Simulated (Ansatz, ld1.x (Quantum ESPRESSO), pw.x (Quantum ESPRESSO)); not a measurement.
**B (Z = 5): does the TM potential hold in the solid?**

```
Element                 : B
Generator               : ld1.x (Quantum ESPRESSO) 7.5
Type                    : norm-conserving Troullier–Martins (Kleinman–Bylander form)
Functional              : LDA (PW92)
Relativity              : scalar-relativistic
Frozen core             : [He]
Valence charge          : 3
Reference configuration : 2s2 2p0.5 (charge +0.5)
Partial waves           : 2s (bound): rc 1.15 bohr; 2p (bound): rc 1.90 bohr; 3d channel at -0.05 Ry: rc 1.75 bohr
Local potential         : all-electron potential smoothed inside 1.40 bohr (lloc = -2)
Core correction         : none
```

Atomic tests: cutoffs needed: 25 Ry and 60 Ry (the cutoffs (Ry, on a coarse ladder) from which the occupation-weighted sum of valence levels, in a spherical-Bessel basis at the reference potential, stays within 10 and 1 mRy of its value at 400 Ry); ghost test: no extra level below or beside the all-electron valence levels (s, p, d, f tested) (spherical-Bessel basis up to 400 Ry, 20 bohr box); largest excitation error: +100 meV (all-electron minus pseudo) for 2s1 2p0, out of 7 test configurations.

Crystal test: sc B in pw.x 7.5, no spin, 17³ k-points, Fermi–Dirac smearing 0.01 Ry, cutoffs 75/300 Ry. The lattice is a test structure that the element need not adopt, and mesh and smearing are coarse.

pw.x input:

```
&control
  calculation='scf', prefix='x', pseudo_dir='./', outdir='./tmp', tstress=.true., disk_io='none'
/
&system
  ibrav=0, nat=1, ntyp=1, ecutwfc=75, ecutrho=300, nbnd=8,
  occupations='smearing', smearing='fd', degauss=0.01
/
&electrons
  conv_thr=1e-09, mixing_beta=0.4, electron_maxstep=70
/
ATOMIC_SPECIES
B 1.0 B.UPF
CELL_PARAMETERS angstrom
  1.86807221 0.00000000 0.00000000
  0.00000000 1.86807221 0.00000000
  0.00000000 0.00000000 1.86807221
ATOMIC_POSITIONS crystal
B 0.0000 0.0000 0.0000
K_POINTS automatic
17 17 17 0 0 0
```

```bash
pw.x < B.scf.in > B.scf.out
```

Question: How does the run end?

Answer: It converges; the pressure is -4.90 GPa against -1.14 GPa from all-electron LAPW. The largest radius (1.90 bohr) exceeds half the bond length (1.77 bohr), so the spheres overlap, which is one possible source of error among others. This is a poor potential for the solid. The log shows:

```
Message from routine setup:
     using ibrav=0 with symmetry is DISCOURAGED, use correct ibrav instead
     lattice parameter (alat)  =       3.5301  a.u.
     unit-cell volume          =      43.9924 (a.u.)^3
     number of electrons       =         3.00
     number of Kohn-Sham states=            8
     kinetic-energy cutoff     =      75.0000  Ry
     charge density cutoff     =     300.0000  Ry
     scf convergence threshold =      1.0E-09
     Exchange-correlation= PW
     number of k points=   165  Fermi-Dirac smearing, width (Ry)=  0.0100
     iteration #  1     ecut=    75.00 Ry     beta= 0.40
     total energy              =      -5.63100154 Ry
     estimated scf accuracy    <       0.00053164 Ry
     iteration #  2     ecut=    75.00 Ry     beta= 0.40
     total energy              =      -5.63114750 Ry
     estimated scf accuracy    <       0.00018844 Ry
     iteration #  3     ecut=    75.00 Ry     beta= 0.40
     total energy              =      -5.63115130 Ry
     estimated scf accuracy    <       0.00000045 Ry
     iteration #  4     ecut=    75.00 Ry     beta= 0.40
     the Fermi energy is    10.4745 ev
!    total energy              =      -5.63115134 Ry
     estimated scf accuracy    <          7.1E-10 Ry
     smearing contrib. (-TS)   =      -0.00136832 Ry
     The total energy is F=E-TS. E is the sum of the following terms:
     one-electron contribution =       3.68775631 Ry
     hartree contribution      =       0.07481701 Ry
     xc contribution           =      -2.15875025 Ry
     ewald contribution        =      -7.23360608 Ry
     convergence has been achieved in   4 iterations
          total   stress  (Ry/bohr**3)                   (kbar)     P=      -49.04
     Message from routine punch:
     Nothing written, as per user request (disk_io='none')
```
